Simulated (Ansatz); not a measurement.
`CCCCF`, relaxed with RKS PBE0-D4/def2-TZVP in the Gaussian-basis code of Ansatz from a PBE-D4/def2-SVP geometry. The force threshold is 0.005 eV/Å; the program also tests the step.

Total charge 0; spin multiplicity 1.

Start:

```xyz
14

C    -0.569    0.435   -1.831
C     0.312   -0.079   -0.693
C    -0.350    0.027    0.685
C     0.541   -0.436    1.824
F     1.701    0.332    1.877
H    -1.520   -0.133   -1.898
H    -0.834    1.503   -1.686
H    -0.060    0.349   -2.813
H     1.268    0.485   -0.664
H     0.592   -1.140   -0.880
H    -0.654    1.080    0.877
H    -1.286   -0.575    0.712
H     0.840   -1.501    1.686
H     0.018   -0.348    2.803
```

**Question.** By how much does the energy fall, and how many steps does the optimiser take? (An estimate is asked.)

**Answer.** Computed: 1.27 kcal/mol, in 5 steps.

**Question.** Which bonds change most? (Estimate.)

**Answer.** Computed: C4–H13 from 1.115 to 1.096 Å; C4–H14 from 1.113 to 1.094 Å; C2–H10 from 1.113 to 1.096 Å; C3–H11 from 1.113 to 1.096 Å.

**Question.** Give the relaxed structure. (An estimate is asked.)

**Answer.** Ansatz gave: 
```xyz
14

C    -0.569    0.427   -1.814
C     0.317   -0.081   -0.690
C    -0.342    0.038    0.675
C     0.527   -0.440    1.808
F     1.667    0.346    1.909
H    -1.509   -0.130   -1.861
H    -0.819    1.482   -1.671
H    -0.077    0.332   -2.784
H     1.260    0.474   -0.679
H     0.581   -1.129   -0.871
H    -0.628    1.079    0.865
H    -1.269   -0.548    0.696
H     0.858   -1.472    1.649
H     0.004   -0.379    2.767
```
